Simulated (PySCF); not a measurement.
## Electronic absorption of 2-chloro-2-propen-1-ol

2-chloro-2-propen-1-ol, C3H5ClO.
InChI=1S/C3H5ClO/c1-3(4)2-5/h5H,1-2H2

Computed, not measured: TDDFT wB97X-D/def2-SVPD, vertical, gas phase, core orbitals frozen in the response in PySCF 2.14.0, density-fitted response routines. The structure is a single PBE0-D3(BJ)/def2-SVP conformer in the gas phase; no vibrational or solvent corrections. Torsions of this conformer, `[CH2:1]=[C:2]([Cl:3])[CH2:4][OH:5]`: C1–C2–C4–O5 126°, H–O5–C4–C2 53°.

| state | E (eV) | λ (nm) | f | main configurations (H = HOMO, L = LUMO) |
| --- | --- | --- | --- | --- |
| S1 | 6.77 | 183.1 | 0.139 | H→L (57%), H→L+1 (16%), H-1→L (12%) |
| S2 | 6.83 | 181.5 | 0.057 | H→L+1 (43%), H→L (19%), H→L+2 (17%) |
| S3 | 7.02 | 176.6 | 0.113 | H-1→L (73%), H→L (20%) |
| S4 | 7.63 | 162.5 | 0.0033 | H→L+2 (52%), H→L+1 (24%), H-2→L (17%) |
| S5 | 7.66 | 162.0 | 0.0028 | H-2→L (76%), H→L+2 (12%) |
| S6 | 8.00 | 154.9 | 0.0018 | H-1→L+1 (57%), H-1→L+3 (19%) |
| S7 | 8.17 | 151.7 | 0.0022 | H-2→L+1 (31%), H-1→L+3 (26%), H-1→L+2 (18%) |
| S8 | 8.34 | 148.6 | 0.047 | H-3→L (86%) |
| S9 | 8.41 | 147.5 | 0.028 | H→L+3 (72%) |
| S10 | 8.51 | 145.7 | 0.017 | H-2→L+1 (28%), H-1→L+1 (20%), H-1→L+3 (18%) |

Triplets (Tamm–Dancoff): T1 4.27 eV, H→L (88%); T2 6.35 eV, H→L+1 (56%), H→L+2 (23%); T3 6.69 eV, H-1→L (89%); T4 7.47 eV, H-2→L+1 (33%), H-2→L (23%), H-2→L+2 (18%).

The lowest singlet lies at 6.77 eV (183 nm, vacuum ultraviolet) and is of moderate strength; its leading configuration is HOMO→LUMO (57%). The lowest level is also the most intense of those listed (f = 0.139). Löwdin shares by element: HOMO carbon 59% or more, chlorine 28%; LUMO carbon 64% or more, chlorine 10%, hydrogen 6% or more (atoms not listed hold the other 19%). Orbital energies (eV): HOMO-3 -11.75, HOMO-2 -11.27, HOMO-1 -10.33, HOMO -9.60, LUMO 1.27, LUMO+1 2.06, LUMO+2 2.46. The oscillator strengths of these states sum to 0.411; summed over the whole spectrum of an exact calculation they would give the number of electrons, 48 (Thomas–Reiche–Kuhn). Weighted by f, the mean energy of these states is 7.23 eV. No computed singlet lies in the visible range (380 to 750 nm); the lowest, at 183 nm, stands 3.51 eV above its violet end (3.26 eV). All these states lie below the vertical ionisation energy of 9.97 eV (ΔSCF). Singlets were solved by full linear response, triplets in the Tamm–Dancoff approximation.

Time: 56 s of wall time. Hardware: one thread, Arm Neoverse V1 (shared host).
